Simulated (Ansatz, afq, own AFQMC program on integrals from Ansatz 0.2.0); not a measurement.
Two steps: Ansatz 0.2.0 writes the Fock matrix and Cholesky factors of the valence space, and afq projects on them the lowest state that overlaps trial and start.

```yaml
crystal:
  periodic: [false, false, false]
  atoms:
    - {symbol: N, position_ang: [0.000000, 0.000000, 0.890924]}
    - {symbol: C, position_ang: [0.000000, 0.000000, -3.697076]}
    - {symbol: H, position_ang: [0.000000, 0.863263, 1.403076]}
    - {symbol: H, position_ang: [0.000000, -0.863263, 1.403076]}
basis:
  gaussian: {orbitals: cc-pVDZ}
magnetization: {spin_polarized: true, initial_magnetization: 3}
correlation: {method: ccsd_t, electrons: outside_noble_gas, hamiltonian_folder: ham}
```

```sh
$ ansatz run in.yaml --threads 1 --pin off --events-out ev --progress --plain --max-ram 1382MiB
```

afq runs on the folder ham with

```
--method phaseless --trial cisd --walkers 60 --populations 1 --least-time 40 --time-step 0.005 --steps-per-block 50 --equilibration-blocks 40 --max-blocks 300 --target-error 0.0008 --factor-cut 1e-05 --start spin_pure --seed 9662 --release-times 0.24,0.51,0.99,1.62,2.4 --release-step 0.03 --release-every 4 --taylor-order 6
```

Times are imaginary, in 1/Eh. The walk had a cap of 1161 s.

Output of the walk:

```
orbitals 36  electrons 7 4  factors 236 of 357
reference energy -93.24842083 Eh
CCSD correlation -0.23391134 Eh in 15 cycles, weight of the determinant in the CISD state 0.9062
energy of the start -93.482045 Eh
 block  time / (1/Eh)  mean weight  energy / Eh
     1     0.250  1.0001  -93.479148
     2     0.500  1.0017  -93.480945
     3     0.750  0.9989  -93.482896
     4     1.000  1.0018  -93.485449
     5     1.250  0.9966  -93.482960
     7     1.750  0.9981  -93.484831
     9     2.250  1.0017  -93.485491
    11     2.750  0.9999  -93.485703
    21     5.250  1.0002  -93.484122
    31     7.750  1.0009  -93.487213
    41    10.250  1.0008  -93.485338
    51    12.750  1.0001  -93.484149
    61    15.250  0.9994  -93.486437
    71    17.750  0.9969  -93.486165
    81    20.250  0.9969  -93.487071
    91    22.750  1.0021  -93.487722
   101    25.250  1.0015  -93.483472
   111    27.750  1.0008  -93.488898
   116    29.000  0.9976  -93.482112
   121    30.250  1.0009  -93.483946
   131    32.750  0.9990  -93.483896
   141    35.250  1.0028  -93.483703
   151    37.750  1.0002  -93.489596
   161    40.250  0.9971  -93.485808
   171    42.750  0.9956  -93.483308
   181    45.250  1.0006  -93.485278
   186    46.500  0.9987  -93.490824
   191    47.750  1.0001  -93.485136
   196    49.000  0.9998  -93.485283
blocks merged  error / Eh  count
     1  0.000232  160
     2  0.000269  80
     4  0.000313  40
     8  0.000314  20
    16  0.000372  10
released: time / (1/Eh)  energy / Eh  error  mean overlap
  0.24  -93.486217  0.000404  0.9990
  0.51  -93.486127  0.000360  1.0042
  0.99  -93.487164  0.000628  0.9804
  1.62  -93.486446  0.000432  1.0022
  2.40  -93.486561  0.000601  1.0255
energy -93.486282 +/- 0.000314 Eh
(rows thinned)
```

The run passed its tests (sampling time, drift between the halves within three errors, error under three times the target), which doesn't prove that it has relaxed. The second half of the sampling lies above the first by 2.0 errors of their difference, so the energy may still be moving and its error bar be too small.

Against this walk (error 8.5 meV) on the same determinant: CCSD(T) 15.9 meV higher (within the noise), CCSDT(Q) 7.5 meV lower (within the noise). The error is statistical and leaves out the bias of the constraint. Released to 2.40 1/Eh the energy moves by -8 ± 18 meV (both errors), within twice the noise.

Cautions: constraint bias not in the error; lower spins were not checked.

The walk took 3.4 min on 1 thread of Intel(R) Xeon(R) 6975P-C (Granite Rapids), on a shared host. The log's last line is the phaseless energy.

CCSDT and higher add their correlation energy to the determinant of the CCSD(T) run, since their own runs factorise the integrals more tightly (a shift of under 2 meV). A walk keeps the symmetry of its determinant, which the program's search chose and which needn't be the lowest solution, so a lower state of the same spin and another symmetry isn't excluded.
